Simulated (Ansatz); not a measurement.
**AlBClH3 (SMILES [AlH2][BH]Cl): single points off equilibrium**

The atoms stand at a structure displaced at random from a GFN2-xTB minimum. How far do the functionals agree with CCSD(T) there?

Computed with Ansatz 0.2.0, Gaussian basis. Level: single points in def2-TZVPP.

Cores are frozen in the correlated methods.

## Step 1: Where the work starts

SMILES `[AlH2][BH]Cl`, 6 atoms, charge 0, spin multiplicity 1.

Atoms are counted from 1 here; the program's logs count them from 0.

Bond lengths: Al1–B2 2.163 Å, Al1–H4 1.658 Å, Al1–H5 1.454 Å, B2–Cl3 1.754 Å, B2–H6 1.004 Å. Angles: B2–Al1–H4 111.1°, B2–Al1–H5 136.6°, H4–Al1–H5 111.9°, Al1–B2–Cl3 89.1°, Al1–B2–H6 169.7°, Cl3–B2–H6 100.8°.

Coordinates:

```tsv
atom	x (Å)	y (Å)	z (Å)
Al1	-0.68970	0.53820	-0.51800
B2	0.84700	-0.04600	0.88710
Cl3	0.74120	-1.68700	0.27670
H4	-1.13100	-0.73490	-1.48400
H5	-1.33120	1.77730	-0.92820
H6	1.52210	-0.16180	1.62100
```

## Step 2: CCSD(T)/def2-TZVPP

run/in.yaml reads:

```yaml
crystal:
  periodic: [false, false, false]
  atoms:
    - {symbol: Al, position_ang: [-0.689700, 0.538200, -0.518000]}
    - {symbol: B, position_ang: [0.847000, -0.046000, 0.887100]}
    - {symbol: Cl, position_ang: [0.741200, -1.687000, 0.276700]}
    - {symbol: H, position_ang: [-1.131000, -0.734900, -1.484000]}
    - {symbol: H, position_ang: [-1.331200, 1.777300, -0.928200]}
    - {symbol: H, position_ang: [1.522100, -0.161800, 1.621000]}
basis:
  gaussian: {orbitals: def2-TZVPP}
correlation: {method: ccsd_t}
output: {forces: true}
```

The command line of these runs was not kept.

## Step 3: PBE0-D4/def2-TZVPP

Changes to run/in.yaml since step 2:

```diff
@@ -11,3 +11,3 @@
   gaussian: {orbitals: def2-TZVPP}
-correlation: {method: ccsd_t}
-output: {forces: true}
+hamiltonian: {xc: pbe0, dispersion: d4}
+output: {forces: true, orbitals: {seedname: orbitals}}
```

## Step 4: wB97M-V/def2-TZVPP

Changes to run/in.yaml since step 3:

```diff
@@ -11,3 +11,3 @@
   gaussian: {orbitals: def2-TZVPP}
-hamiltonian: {xc: pbe0, dispersion: d4}
-output: {forces: true, orbitals: {seedname: orbitals}}
+hamiltonian: {xc: {name: wB97M-V}}
+output: {forces: true}
```

## Step 5: r2SCAN-D4/def2-TZVPP

Changes to run/in.yaml since step 4:

```diff
@@ -11,3 +11,3 @@
   gaussian: {orbitals: def2-TZVPP}
-hamiltonian: {xc: {name: wB97M-V}}
+hamiltonian: {xc: r2scan, dispersion: d4}
 output: {forces: true}
```

## Step 6: PBE-D4/def2-TZVPP

Changes to run/in.yaml since step 5:

```diff
@@ -11,3 +11,3 @@
   gaussian: {orbitals: def2-TZVPP}
-hamiltonian: {xc: r2scan, dispersion: d4}
+hamiltonian: {xc: pbe, dispersion: d4}
 output: {forces: true}
```

## Step 7: r2SCAN0-D4/def2-TZVPP

Changes to run/in.yaml since step 6:

```diff
@@ -11,3 +11,3 @@
   gaussian: {orbitals: def2-TZVPP}
-hamiltonian: {xc: pbe, dispersion: d4}
+hamiltonian: {xc: {name: r2SCAN0}, dispersion: d4}
 output: {forces: true}
```

## Step 8: B97M-V/def2-TZVPP

Changes to run/in.yaml since step 7:

```diff
@@ -11,3 +11,3 @@
   gaussian: {orbitals: def2-TZVPP}
-hamiltonian: {xc: {name: r2SCAN0}, dispersion: d4}
+hamiltonian: {xc: {name: B97M-V}}
 output: {forces: true}
```

(Steps that only read results are left out.)

Before running it: what results should come out? Wanted: energy less free atoms, CCSD(T)/def2-TZVPP; RMS force component; RMS force error; HOMO and LUMO, PBE0-D4; T1 diagnostic.

As calculated:

```
                                  quantity                                                                                             value
energy less free atoms, CCSD(T)/def2-TZVPP                                                                                    -1447.2 kJ/mol
                       RMS force component                                                              2.582 to 2.673 eV/Å over the methods
                           RMS force error  PBE0-D4 0.098, wB97M-V 0.077, r2SCAN-D4 0.049, PBE-D4 0.103, r2SCAN0-D4 0.083, B97M-V 0.106 eV/Å
                    HOMO and LUMO, PBE0-D4                                                                                -7.25 and -2.79 eV
                             T1 diagnostic                                                                                             0.013
```

**Reading.** Against CCSD(T) the functionals' energies less atoms differ by -87.7 to -40.1 kJ/mol, PBE-D4 by -48.5 kJ/mol. The reference is not at the basis limit: in triple zeta CCSD(T) underbinds, which counts against methods that bind more; the gaps are no ranking. On forces the order runs from r2SCAN-D4 to B97M-V. Frozen-core CCSD(T) forces in triple zeta carry basis errors of their own, and this is one geometry, so small gaps rank nothing.
